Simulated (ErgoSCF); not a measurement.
# One shape, several levels: [PO2]+ (SMILES O=[P+]=O)

Aim: a comparison of 3 runs (HF/def2-SVP, CAM-B3LYP/def2-SVP, PBE0/def2-SVP) of [PO2]+. 

Program for the calculation: ErgoSCF 3.8.

**1. The system as given**

The species is [PO2]+ (3 atoms), meant as a singlet with charge +1. SMILES: `O=[P+]=O`. The shape is that of a GFN2-xTB optimisation.

Bond lengths: O1–P2 1.407 Å, P2–O3 1.408 Å. Angles: O1–P2–O3 179.9°.

**2. A single-point energy at HF/def2-SVP (run 1)**

The input, input.ego:

```
set_nthreads(1)
molecule_inline Angstrom
O  0.792290 1.025900 0.548180
P  0.000230 -0.000210 0.000340
O  -0.792520 -1.025690 -0.548520
EOF
charge = 1
scf.max_number_of_iterations = 120
scf.output_mulliken_pop = 1
scf.use_diagonalization = 1
tmpdir = "."
basis = "def2-SVP"
run "HF"
```

The basis set def2-SVP is read from a file made from the Basis Set Exchange's data (not shown).

Launch:

```sh
$ ergo input.ego
```

Standard output:

```text
[...]
INSC SCF_general constructor, number of basis functions: 46
[...]
INSC Energy   1 =       -247.58828126582
[...]
INDE E_LUMO =         -0.30148816686
[...]
INSC Energy  14 =       -489.80659510176  ( diff     -0.000000000001023 )
[...]
RESC CONVERGED after  14 iterations.
RESC FINAL ENERGY:       -489.80659510176
[...]
INSC SCF: dipole_moment_x [atomic units] =       0.00094360
INSC SCF: dipole_moment_y [atomic units] =      -0.00089544
INSC SCF: dipole_moment_z [atomic units] =       0.00140696
[...]
```

Run time: 3.9 s. Hardware: 1 thread of Arm Neoverse V2, shared host; peak memory 0.26 GiB.

**3. A single-point energy at CAM-B3LYP/def2-SVP (run 2)**

The input, geom.xyz:

```xyz
3
O2P
O      0.792290     1.025900     0.548180
P      0.000230    -0.000210     0.000340
O     -0.792520    -1.025690    -0.548520
```

The input, input.ego:

```
# Camb3lyp on O2P
set_nthreads(1)
molecule "geom.xyz"
scf.max_number_of_iterations = 120
scf.use_diagonalization = 1
XC.radint = 1e-11
tmpdir = "."
charge = 1
spin_polarization = 0
XC.sparse_mode = 0
basis = "def2-SVP"
XC.angint = 41
scf.output_mulliken_pop = 1
run "Camb3lyp"
```

The basis set def2-SVP is read from a file made from the Basis Set Exchange's data (not shown).

Launch:

```sh
$ ergo < input.ego
```

Standard output:

```text
[...]
INSC SCF_general constructor, number of basis functions: 46
[...]
INSC Energy   1 =       -254.16543007043
[...]
INDE E_LUMO =         -0.40692016230
[...]
INSC Energy  13 =       -491.10171733159  ( diff     -0.000000000011823 )
[...]
RESC CONVERGED after  13 iterations.
RESC FINAL ENERGY:       -491.10171733159
[...]
INSC SCF: dipole_moment_x [atomic units] =       0.00071813
INSC SCF: dipole_moment_y [atomic units] =      -0.00073436
INSC SCF: dipole_moment_z [atomic units] =       0.00108960
[...]
```

Run time: 5.1 s. Hardware: 1 thread of Arm Neoverse V2, shared host; peak memory 0.26 GiB.

**4. A single-point energy at PBE0/def2-SVP (run 3)**

The input, input.ego:

```
set_nthreads(1)
molecule_inline
O    1.49721111   1.93867003   1.03591007
P    0.00043464  -0.00039684   0.00064251
O   -1.49764575  -1.93827319  -1.03655257
EOF
scf.max_number_of_iterations = 120
charge = 1
XC.sparse_mode = 0
XC.angint = 41
XC.radint = 1e-11
scf.output_mulliken_pop = 1
tmpdir = "."
basis = "def2-SVP"
scf.use_diagonalization = 1
run "PBE0"
```

The basis set def2-SVP is read from a file made from the Basis Set Exchange's data (not shown).

Launch:

```sh
$ ergo < input.ego
```

Standard output:

```text
[...]
INDF Weighted mixed functional:
[...]
INSC Energy   1 =       -254.80151383907
[...]
INDE E_LUMO =         -0.45159122057
[...]
INSC Energy  13 =       -490.85847061011  ( diff     -0.000000000002387 )
[...]
RESC CONVERGED after  13 iterations.
RESC FINAL ENERGY:       -490.85847061011
[...]
INSC SCF: dipole_moment_x [atomic units] =       0.00070848
INSC SCF: dipole_moment_y [atomic units] =      -0.00071947
INSC SCF: dipole_moment_z [atomic units] =       0.00107317
[...]
```

Run time: 4.8 s. Hardware: 1 thread of Arm Neoverse V2, shared host; peak memory 0.26 GiB.

**5. The series**

```csv
run,level,integration grid,radint,energy (Eh),wall time
1,HF/def2-SVP,–,–,-489.806595,3.9 s
2,CAM-B3LYP/def2-SVP,Turbo,1e-11,-491.101717,5.1 s
3,PBE0/def2-SVP,Turbo,1e-11,-490.858471,4.8 s
```

**6. What came out**

| quantity | value |
| --- | --- |
| run 3: total energy | -490.85847 Eh |

**Reading.** Totals of different functionals can't be ranked against each other. All runs together took 14 s, the longest 5.1 s.
